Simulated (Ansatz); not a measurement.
`F[SiH3]` + H• → `F[SiH2]`• + H₂  (hydrogen abstraction from the Si–H bond)

Gas-phase electronic energies from Ansatz, PBE0-D4/def2-TZVP geometries. CBS: def2 TZ/QZ extrapolation, frozen cores. Functionals use def2-TZVPP. No spin–orbit coupling; open shells (•) take unrestricted orbitals.

```csv
level,ΔE (kcal/mol)
PBE-D4,-12.3
B97M-V,-10.3
ωB97X-V,-8.9
revPBE,-14.7
PBE0,-10.7
CCSD(T)/def2-SVP,-7.8
SCS-MP2/def2-TZVPP,-8.6
CCSD/CBS(cc),-10.0
```

Q: What does CCSD(T)/CBS give? (Estimate.)

A: Ansatz gave: -10.1 kcal/mol. The listed levels differ from it by -2.2, -0.2, 1.2, -4.6, -0.6, 2.3, 1.5, 0.1 kcal/mol.

Largest T1 diagnostic among the species: 0.014.

At CCSD(T), def2-SVP lies +2.3 kcal/mol from the extrapolated value and def2-TZVPP −0.0 kcal/mol. From r2SCAN to r2SCAN0 (25 % exact exchange), in def2-TZVPP and without D4, ΔE moves by +1.0 kcal/mol.
